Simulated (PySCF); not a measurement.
# Dipole moment and polarisability of `CC(C)(Cl)CF`

Compound: C₄H₈ClF.
Numbering: `[CH3:1][C:2]([CH3:3])([Cl:4])[CH2:5][F:6]` (hydrogens: H7, H8, H9 on C1; H10, H11, H12 on C3; H13, H14 on C5)

Geometry (GFN2-xTB, Å), atoms numbered from 1 in this order:
```xyz
14
C4H8ClF angstrom
C     -1.1674   -0.8631   -0.1715
C     -0.0233   -0.0139    0.3596
C      1.3335   -0.5975   -0.0018
Cl    -0.1539    0.0655    2.1577
C     -0.1443    1.4355   -0.1158
F     -0.0578    1.4893   -1.4844
H     -1.0757   -1.8863    0.1836
H     -2.1254   -0.4647    0.1544
H     -1.1386   -0.8619   -1.2595
H      2.1347   -0.0128    0.4446
H      1.4510   -0.5852   -1.0837
H      1.4111   -1.6227    0.3508
H     -1.1115    1.8649    0.1621
H      0.6670    2.0525    0.2817
```

Level: B3LYP/def2-SVPD (PySCF), static field, nuclei fixed, core orbitals frozen in the response. The polarisability tensor in these axes (au):

```
x   62.33 -0.02 -0.64
y   -0.02 62.23  0.44
z   -0.64  0.44 70.95
```

Problem. Diagonalise the tensor; give its mean and Δα, where Δα² is half the sum of the squared differences of the eigenvalues.

Solution. Principal values 62.20, 62.28 and 71.02 au; mean 65.17 au = 9.66 Å³ = 10.75 × 10⁻⁴⁰ C²·m²/J; Δα = 8.78 au (13 % of the mean).

Problem. What is the dipole moment, and where does it point?

Solution. (0.09, -0.51, -0.45) D, 0.69 D in size, pointing from the negative to the positive side. Measured along this direction, the outermost atoms are H13 and H14 at the negative end and H11 and H9 at the positive end.

Problem. What depolarisation ratio follows for Rayleigh scattering of linearly polarised light, taking the static tensor?

Solution. ρ = 3Δα²/(45ᾱ² + 4Δα²) = 231.3/(191121 + 308.3) = 0.00121.

Problem. Orientational against electronic polarisability at 273 K (dilute gas, rigid molecules)?

Solution. In Gaussian units μ²/3kT = 4.18 Å³ against 9.66 Å³, a ratio of 0.43; the Debye molar polarisation (4π/3)N_A(α + μ²/3kT) is 34.9 cm³/mol, leaving out the vibrational part.

Problem. Estimate the molar refractivity from the static electronic polarisability.

Solution. Lorentz–Lorenz: R = (4π/3)N_A α = 2.5225 cm³/(mol·Å³) × 9.66 Å³ = 24.4 cm³/mol, in the limit of long wavelengths.

Problem. Traceless (Buckingham) quadrupole moment about the centre of nuclear charge: eigenvalues?

Solution. -8.99, 4.06, 4.93 D·Å. The values depend on the origin, since the dipole doesn't vanish. The electronic extent ⟨r²⟩ about the same centre is 752 bohr², a root-mean-square distance of 1.91 Å for the 58 electrons.

Problem. Find the Langevin capture rate constant for NO+ (29.998 u) meeting this molecule (110.030 u), k = 2.342 × 10⁻⁹ cm³/s × √(α in Å³ / reduced mass in u).

Solution. The reduced mass is 23.57 u, so k = 1.50 × 10⁻⁹ cm³/s. The formula leaves out the permanent dipole, which adds to the capture rate.

The structure is a single GFN2-xTB conformer in the gas phase; no vibrational or solvent corrections.
